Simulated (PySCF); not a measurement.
Geometries of 2 isomers of C5H7F, from PBE0-D3(BJ)/def2-SVP geometry optimisation, gas phase in PySCF 2.14.0. One conformer each, no zero-point energy, no frequencies.

Question: Which isomer lies lower at this level?
A.
```xyz
13
angstrom
C      2.731   -0.337   -0.359
C      1.559    0.027    0.092
C      0.379    0.383    0.533
C     -0.838    0.514   -0.338
C     -1.957   -0.414    0.079
F     -1.302    1.816   -0.255
H      3.462    0.403   -0.702
H      3.020   -1.393   -0.404
H      0.240    0.596    1.601
H     -0.555    0.330   -1.389
H     -2.236   -0.229    1.127
H     -2.843   -0.244   -0.551
H     -1.647   -1.464   -0.021
```
B.
```xyz
13
angstrom
C     -1.189    1.162    0.257
C     -0.408    0.095    0.024
C     -0.947   -1.302   -0.049
C      1.036    0.275   -0.167
C      1.946   -0.679   -0.386
F      1.442    1.549   -0.105
H     -0.775    2.170    0.308
H     -2.265    1.044    0.402
H     -0.724   -1.766   -1.023
H     -0.500   -1.943    0.727
H     -2.036   -1.305    0.090
H      1.654   -1.726   -0.443
H      2.997   -0.414   -0.510
```

Answer: B. That is `C=C(C)C(=C)F`, 16.9 kcal/mol below the other.

```
         SMILES                     atoms numbered as above      E (Eh)  relative (kcal/mol)  relative (kJ/mol)  dipole (D)
   C=C(C)C(=C)F  [CH2:1]=[C:2]([CH3:3])[C:4](=[CH2:5])[F:6]  -294.00450                  0.0                0.0        1.58
C=C=C[C@@H](C)F  [CH2:1]=[C:2]=[CH:3][C@@H:4]([CH3:5])[F:6]  -293.97755                 16.9               70.8        1.82
```

As drawn, the higher has cumulated double bonds, which the lower lacks.
